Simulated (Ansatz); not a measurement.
**CHBS (triplet): wave-function methods side by side at a displaced geometry (v2), cc-pVDZ**

Aim: climb from Hartree-Fock through coupled cluster for CHBS (triplet) at one geometry and basis, and see what each rung misses.

Computed with Ansatz 0.2.0, Gaussian basis. Level: cc-pVDZ, core rule «outside noble gas», up to 7 orbitals frozen.

To be run: UHF; CCSD(T) on ROHF; CCSD(T) on UHF; BCCD(T) on ROHF; CISD as a restricted active space (open shells left free, so some higher excitations enter); CCSDT(Q) on ROHF; CCSDT(Q) on UHF.

26 further runs of the same task are left out: 11 that didn't finish, 15 set aside as unsound or not needed. Runs told in other sessions of the task aren't counted.

### Step 1. What is computed

The geometry is a PBE0/def2-TZVP stationary point (not a proven minimum) with its atoms shifted at random (size 0.100 Å).

4 atoms, charge 0, spin multiplicity 3.

Atoms are counted from 1 here; the program's logs count them from 0.

Bond lengths: B1–C2 1.434 Å, B1–S3 1.820 Å, C2–S3 1.783 Å, C2–H4 1.015 Å. Angles: C2–B1–S3 65.2°, B1–C2–S3 67.9°, B1–C2–H4 154.8°, S3–C2–H4 130.6°, B1–S3–C2 46.9°.

### Step 2. UHF

in.yaml

```yaml
crystal:
  periodic: [false, false, false]
  atoms:
    - {symbol: B, position_ang: [0.086150, -0.927370, 0.800726]}
    - {symbol: C, position_ang: [-0.078725, 0.478238, 1.033566]}
    - {symbol: S, position_ang: [-0.002104, 0.091008, -0.705021]}
    - {symbol: H, position_ang: [0.081004, 1.352918, 1.523912]}
basis:
  gaussian: {orbitals: cc-pVDZ}
magnetization: {spin_polarized: true, initial_magnetization: 2}
hamiltonian: {xc: hf}
output: {orbitals: {seedname: orbitals}}
```

Launch:

```sh
$ ansatz run in.yaml --threads 1 --pin off --events-out ev --progress --plain --max-ram 2393MiB
```

After this run come: CCSD(T) on ROHF; CCSD(T) on UHF; BCCD(T) on ROHF; CISD as a restricted active space (open shells left free, so some higher excitations enter); CCSDT(Q) on ROHF; CCSDT(Q) on UHF.

Q: Predict the results of all the runs planned. Wanted: UCCSDT(Q) from the RHF energy; RMP2 from UCCSDT(Q); UMP2 from UCCSDT(Q); RCCSD from UCCSDT(Q); RCCSD(T) from UCCSDT(Q); UCCSD(T) from UCCSDT(Q); RCCSDT(Q) from UCCSDT(Q); T1 diagnostic.

The runs gave:

```
                         quantity                      value
    UCCSDT(Q) from the ROHF energy                 -9.6529 eV
              RMP2 from UCCSDT(Q)            +26.30 kcal/mol
              UMP2 from UCCSDT(Q)            +28.30 kcal/mol
             RCCSD from UCCSDT(Q)            +11.01 kcal/mol
          RCCSD(T) from UCCSDT(Q)             +1.47 kcal/mol
          UCCSD(T) from UCCSDT(Q)             +1.53 kcal/mol
         RCCSDT(Q) from UCCSDT(Q)             +0.07 kcal/mol
levels within 1 kcal/mol (43 meV)  RCCSDT, UCCSDT, RCCSDT(Q)
                    T1 diagnostic                      0.031
```

RCCSD(T) misses by +1.47 kcal/mol, 0.7 % of the correlation energy. These misses are within one basis, not against nature; the frozen cores of restricted and unrestricted runs differ, which can shift their rows.

With open shells the CI space here admits some higher excitations, so it is larger than plain CISD.
